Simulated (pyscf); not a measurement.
Single points on ωB97X-D3(BJ)/def2-SVP structures (PySCF, gas phase).

**Question.** PBE/def2-TZVP puts the barrier of `[CH3][CH3]` + `[CH3][Ga][OH]` [doublet] -> `[CH3][Ga]([CH3])[OH]` + `[CH3]` [doublet] (substitution at C; doublet surface; C–C broken, C–Ga formed) at 43.2 kcal/mol and the reaction energy at +22.7 kcal/mol, from the separated reactants. What do r²SCAN/def2-TZVP, M06-2X/def2-TZVP, ωB97M-D3(BJ)/def2-TZVP give on the same structures?

**Answer.** r²SCAN: ΔE‡ = 43.6 kcal/mol, ΔE = +17.5 kcal/mol; M06-2X: ΔE‡ = 50.2 kcal/mol, ΔE = +20.9 kcal/mol; ωB97M-D3(BJ): ΔE‡ = 51.9 kcal/mol, ΔE = +20.4 kcal/mol. PBE's barrier lies under all of them, by 0.4 to 8.6 kcal/mol. Its reaction energy lies over all of them, by 1.8 to 5.2 kcal/mol. This is the saddle that the search found; another between the same sides may lie lower. The angle at the attacked C is 169°. Elements up to Kr have no core potential and no relativistic terms here.
